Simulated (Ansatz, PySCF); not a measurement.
Reaction (SMILES): ClC(Cl)=C(Cl)Cl + 4 C (CH4) -> C=C (C2H4) [ethene] + 4 CCl (CH3Cl) [chloromethane]

Quantity: bond separation energy (electronic), in kcal/mol. Terms: spin-orbit terms left out; 6-31G* and kin with 6d, 5d where marked; dispersion terms only where a functional's name holds one; LANL2DZ with its own core potentials from Na on; frozen cores in correlated levels; non-relativistic; 6-311+G** with 5d, 6d on Na to Ar in Ansatz (a quantum-chemistry and plane-wave program). First-principles rows: single points at B3LYP-D3(BJ) geometries (Ansatz). The Hartree-Fock reference of ClC(Cl)=C(Cl)Cl is unstable towards a lower, spin-broken solution.

```tsv
level	program	bond separation energy (electronic) (kcal/mol)
HF/3-21G	Ansatz	-23.2
HF/LANL2DZ	Ansatz	-32.1
HF/6-311+G**	Ansatz	-15.8
SVWN5/6-31G*	Ansatz	16.7
PBE/STO-3G	Ansatz	7.8
PBE/3-21G	Ansatz	-1.7
BLYP/6-31G*	Ansatz	2.5
B3LYP/STO-3G	Ansatz	2.6
B3LYP/6-31G*	Ansatz	0.7
M06-2X/6-31G* (5d)	PySCF	4.0
M06-2X/6-311+G**	PySCF	1.7
MP2/6-31G*	Ansatz	10.1
B3PW91/6-31G* (5d)	PySCF	3.3
PBE0/def2-TZVPD	Ansatz	5.8
```

No value to compare with is used here. The 13 habitual levels span -32.1 (HF/LANL2DZ) to 16.7 kcal/mol (SVWN5/6-31G*); PBE0/def2-TZVPD gives 5.8.

The levels are drawn from those run, B3LYP/6-31G* more often than the rest, none by its result; runs whose electronic state is in doubt are left out.
